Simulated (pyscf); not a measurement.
Structures and frequencies: ωB97X-D3(BJ)/def2-SVP in PySCF.

Question: H₂As–InH₂ → HAs=InH + H₂
Surface: singlet. Broken: As–H, H–In. Formed: H–H. Give ΔE‡ and ΔE from ωB97M-D3(BJ)/def2-TZVP, relative to the reactant's lowest minimum found.

Answer: ΔE‡ = 228.4 kJ/mol, ΔE = +91.9 kJ/mol. Zero-point energy shifts the barrier by -7.5 kJ/mol. It is an elimination, with an imaginary mode of 1676i cm⁻¹. At the saddle there is also a short H–In contact that neither side keeps. HAs=InH lies 93.8 kJ/mol over its isomer H₂As–In [singlet] (electronic energy, ωB97M-D3(BJ)/def2-TZVP). This is the saddle that the search found; another between the same sides may lie lower. Elements up to Kr have no core potential and no relativistic terms here. Elements past Kr carry the def2 core potentials, without spin-orbit coupling.
